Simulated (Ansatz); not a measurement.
**NH3+ (doublet): wave-function methods side by side at a displaced geometry (v1), cc-pVTZ**

One table from this session's results is given with a row withheld; the runs are named, their logs left out.

The runs use Ansatz 0.2.0, Gaussian basis; cc-pVTZ, core rule «outside noble gas», up to 1 orbitals frozen.

The runs, in order: UHF; CCSD(T) on ROHF; CCSD(T) on UHF; BCCD(T) on ROHF; CCSDT(Q) on ROHF; CCSDT(Q) on UHF; CASSCF and MRCISD+Q, 7 electrons in 7 orbitals; CASSCF and NEVPT2, 7 electrons in 7 orbitals.

11 further runs of the same task are left out: 2 that didn't finish, 9 set aside as unsound or not needed.

## The system

The geometry is a PBE0/def2-TZVP stationary point (not a proven minimum) with its atoms shifted at random (size 0.040 Å).

4 atoms, charge 1, spin multiplicity 2.

Atoms are counted from 1 here; the program's logs count them from 0.

Bond lengths: N1–H2 1.023 Å, N1–H3 1.041 Å, N1–H4 1.069 Å. Angles: H2–N1–H3 117.4°, H2–N1–H4 121.2°, H3–N1–H4 121.2°.

Set-up of the first run:

in.yaml

```yaml
crystal:
  periodic: [false, false, false]
  atoms:
    - {symbol: N, position_ang: [0.000553, -0.000437, 0.005260]}
    - {symbol: H, position_ang: [1.023741, -0.002824, -0.005963]}
    - {symbol: H, position_ang: [-0.476239, 0.922677, -0.051268]}
    - {symbol: H, position_ang: [-0.555191, -0.913784, -0.015871]}
basis:
  gaussian: {orbitals: cc-pVTZ}
total_charge: 1
magnetization: {spin_polarized: true, initial_magnetization: 1}
hamiltonian: {xc: hf}
output: {orbitals: {seedname: orbitals}}
```

Launch:

```sh
$ ansatz run in.yaml --threads 1 --pin off --events-out ev --progress --plain --max-ram 2393MiB
```

Among the steps run: UHF; CCSD(T) on ROHF; CCSD(T) on UHF; BCCD(T) on ROHF; CCSDT(Q) on ROHF; CCSDT(Q) on UHF; CASSCF and MRCISD+Q, 7 electrons in 7 orbitals; CASSCF and NEVPT2, 7 electrons in 7 orbitals.

One of the session's tables, all rows but one given; the rest of the session is left out.

```
          method  from UCCSDT(Q) (meV)
            ROHF               +5706.0
             UHF               +5552.0
            RMP2                +654.0
            UMP2                +663.7
           RCCSD                +148.1
           UCCSD                +145.2
        RCCSD(T)                 +14.7
        UCCSD(T)                 +13.8
         BCCD(T)                 +14.7
          RCCSDT                  +5.1
          UCCSDT                  +3.7
       RCCSDT(Q)                     ?
       UCCSDT(Q)                     0
  CASSCF valence               +3657.3
  NEVPT2 valence                +673.9
  MRCISD valence                +137.1
MRCISD+Q valence                 +19.3
```

Q: Estimate the row for RCCSDT(Q) from the others.

**Answer.** from UCCSDT(Q) (meV): +1.3. In the column «from UCCSDT(Q) (meV)» it lies between UCCSDT(Q) (0) and UCCSDT (+3.7).

Among the levels timed on like hardware and quicker than the yardstick, those that no quicker one beats, quickest first: RCCSD(T) (2.5 s, +14.7 meV); UCCSD(T) (6 s, +13.8 meV).

Caveats from the session: Of the multireference levels listed MRCISD+Q valence comes nearest in total energy (+19.3 meV), which doesn't show that its space is the better one. Restricted and unrestricted rows rest on different reference determinants; where their highest levels disagree by more than a few hundredths of an eV, they describe different states and don't form one ladder.
